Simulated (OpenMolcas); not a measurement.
## CH4FSi (SMILES C[SiH]F): the vertical electron affinity, rung by rung

CH4FSi has 7 atoms, charge 0, and is taken as a doublet. As SMILES, `C[SiH]F`. The shape is that of a PBE0-D4/def2-TZVP optimisation.

Each level gives the vertical electron affinity (to the singlet anion) (eV). The values are calculated.

The electron affinity is E(neutral) − E(anion): positive where the electron is bound.

```json
{"level": "UHF/aug-cc-pVDZ", "kind": "Hartree–Fock", "program": "OpenMolcas", "value (eV)": "-0.51", "CPU time (all runs)": "36 s"}
{"level": "U-revPBE/aug-cc-pVDZ", "kind": "GGA", "program": "OpenMolcas", "value (eV)": "0.55", "CPU time (all runs)": "2.4 min"}
{"level": "UBLYP/aug-cc-pVDZ", "kind": "GGA", "program": "OpenMolcas", "value (eV)": "0.59", "CPU time (all runs)": "2.4 min"}
{"level": "UM06-L/aug-cc-pVDZ", "kind": "meta-GGA", "program": "OpenMolcas", "value (eV)": "0.49", "CPU time (all runs)": "3.6 min"}
{"level": "UTPSS/aug-cc-pVDZ", "kind": "meta-GGA", "program": "OpenMolcas", "value (eV)": "0.53", "CPU time (all runs)": "3.7 min"}
{"level": "UBHLYP/aug-cc-pVDZ", "kind": "global hybrid", "program": "OpenMolcas", "value (eV)": "0.46", "CPU time (all runs)": "2 min"}
{"level": "UM06-2X/aug-cc-pVDZ", "kind": "hybrid meta-GGA", "program": "OpenMolcas", "value (eV)": "0.55", "CPU time (all runs)": "3 min"}
{"level": "UPBE0/aug-cc-pVDZ", "kind": "global hybrid", "program": "OpenMolcas", "value (eV)": "0.52", "CPU time (all runs)": "2.2 min"}
```

Where it was recorded, the anion's HOMO is positive in U-revPBE/aug-cc-pVDZ, UBLYP/aug-cc-pVDZ, UM06-L/aug-cc-pVDZ, UTPSS/aug-cc-pVDZ, UBHLYP/aug-cc-pVDZ, UM06-2X/aug-cc-pVDZ, UPBE0/aug-cc-pVDZ: a fault of the level (basis or self-interaction), which says nothing on whether the real anion is bound. The values span -0.51 to 0.59 eV. CPU times are rough (shared hosts, several kinds of processor and program).
